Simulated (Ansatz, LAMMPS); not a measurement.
How well does each level of theory give the elastic constant C44 of fcc Ca?

Reference value: 16 GPa (measured, temperature not stated, not corrected to a static lattice; as tabulated in Jones et al. (2010), arXiv:1012.0803).

Q: Put these levels in order of the elastic constant C44 that they give for fcc Ca, smallest first: HSE06 (Ansatz, an electronic-structure program), LDA (Ansatz), Lennard-Jones jacobson2022 (LAMMPS), r²SCAN (Ansatz).

A: LDA (11.7 GPa), r²SCAN (17.4 GPa), HSE06 (18.9 GPa), Lennard-Jones jacobson2022 (44.1 GPa)

Unless a cell is named, each level is at its own relaxed cell (Lennard-Jones jacobson2022 42.59, LDA 38.01, r²SCAN 43.13, HSE06 43.69 Å³/atom).

Differences against the reference: Lennard-Jones jacobson2022 +176 %, LDA -27 %, r²SCAN +8.7 %, HSE06 +18.1 %.

The measured value isn't corrected to a static lattice, so vibrations enter the comparison. A static lattice is as a rule stiffer than a warm one, by over a tenth in soft solids.  HSE06: hybrids on metals are sensitive to the k mesh. Each level is taken at its own relaxed cell. Cutoffs and k meshes differ between the levels. Ansatz's density-functional and Hartree–Fock values are scalar-relativistic unless marked +SOC, with PAW data made under PBE.

Empirical potentials (Lennard-Jones jacobson2022) are fitted to chosen data, which need not cover the solid at hand: agreement can be built in, and what lay outside the fit can be far off.

Differences are worked out from the printed values.
